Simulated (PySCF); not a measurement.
N₂, SMILES N#N (connectivity only; charge and spin as stated), charge +1, multiplicity 2. Atoms are numbered in the order given.

```xyz
2

N      0.0000     0.0000    -0.5521
N      0.0000     0.0000     0.5521
```
Charge +1, spin multiplicity 2.

Geometry: B3LYP-D3(BJ)/def2-TZVPD.

Level of theory: PySCF with PBE0/pcH-1.

Unrestricted Kohn–Sham, ⟨S²⟩ = 0.754. Hyperfine tensors hold the contact and dipolar terms, without spin-orbit corrections.

Computed hyperfine couplings:
```tsv
nucleus	A(iso) (MHz)	A(iso) (G)	dipolar principal values (MHz)
14N no. 1	86.0	30.7	-30.4, -30.4, 60.8
14N no. 2	86.0	30.7	-30.4, -30.4, 60.8
```
